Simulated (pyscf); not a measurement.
Cl–SiH₂–Cl (SMILES Cl[SiH2]Cl) + H• (SMILES [H]) → Cl–SiH•–Cl (SMILES Cl[SiH]Cl) + H₂ (SMILES [H][H]), a hydrogen abstraction (doublet surface; H–Si broken, H–H formed). PySCF, gas phase, ωB97X-D3(BJ)/def2-SVP geometries. Energies in eV from the separated reactants.

Small-basis levels: PySCF, no dispersion term, spherical d functions. Open shells are spin-unrestricted. 

In single points MP2/6-31G* puts the saddle at 0.51 eV and the reaction energy at -0.32 eV. Should these be trusted to within a few kcal/mol? Compare with ωB97M-D3(BJ)/def2-TZVP.

ωB97M-D3(BJ)/def2-TZVP gives ΔE‡ = 0.21 eV and ΔE = -0.51 eV. MP2/6-31G* lies 0.30 eV over it in the barrier and 0.18 eV over it in the reaction energy, so on this step it does not hold to within 0.13 eV. ωB97M-D3(BJ)/def2-TZVP has limits of its own. One saddle was located; it need not be the lowest between these sides. The angle at the transferred H is 176°.
